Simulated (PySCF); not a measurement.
The vertical singlet excitations below were computed for one of the candidates. Theory: TDDFT CAM-B3LYP/def2-SVPD, vertical, gas phase, core orbitals frozen in the response in PySCF 2.14.0, density-fitted response routines. Geometries: GFN2-xTB, one conformer each.

```csv
state,E (eV),f
S1,6.69,0.0012
S2,6.81,0.422
S3,7.09,0.022
S4,7.09,0.0073
S5,7.29,0.166
S6,7.31,0.0035
S7,7.54,0.0046
S8,7.77,0.0001
```

Orbital energies (eV): HOMO-3 -10.77, HOMO-2 -10.17, HOMO-1 -10.08, HOMO -9.10, LUMO 0.50, LUMO+1 0.93, LUMO+2 1.37.

Problem. Which candidate is it?
A. `N=C1CCCC1`
B. `C1[C@@H](N=1)C(C)C`
C. `C/C=C/C(Cl)Cl`
D. `NC[C@H]1[C@H]2C[C@@H]12`

Solution. C. Its S1, at 6.69 eV, is the highest among the candidates; the nearest of the others has S1 at 6.24 eV. S1 is HOMO→LUMO+1 (70%), HOMO-1→LUMO+1 (12%). Löwdin shares by element: HOMO carbon 61% or more, chlorine 22% (atoms not listed hold the other 17%); LUMO carbon 46% or more, chlorine 27% (atoms not listed hold the other 27%). At the same level the other candidates give, for their lowest levels:
- `CC(C)[C@H]1C=N1`: 4.90 eV (f 0.000); 6.79 eV (f 0.027); 7.66 eV (f 0.008); 7.67 eV (f 0.003); 8.06 eV (f 0.034); T1 4.20 eV; HOMO -8.96, LUMO 0.54 eV
- `N=C1CCCC1`: 5.18 eV (f 0.002); 6.93 eV (f 0.035); 7.59 eV (f 0.014); 7.76 eV (f 0.205); 8.08 eV (f 0.001); T1 4.49 eV; HOMO -8.48, LUMO 1.11 eV
- `NC[C@H]1[C@H]2C[C@@H]12`: 6.24 eV (f 0.023); 6.91 eV (f 0.016); 7.05 eV (f 0.016); 7.15 eV (f 0.038); 7.63 eV (f 0.012); T1 5.97 eV; HOMO -7.91, LUMO 1.48 eV

Shape of the structure used: `[CH3:1]/[CH:2]=[CH:3]/[CH:4]([Cl:5])[Cl:6]`: C2–C3–C4–Cl5 -120°.
Triplets come from the Tamm–Dancoff approximation.
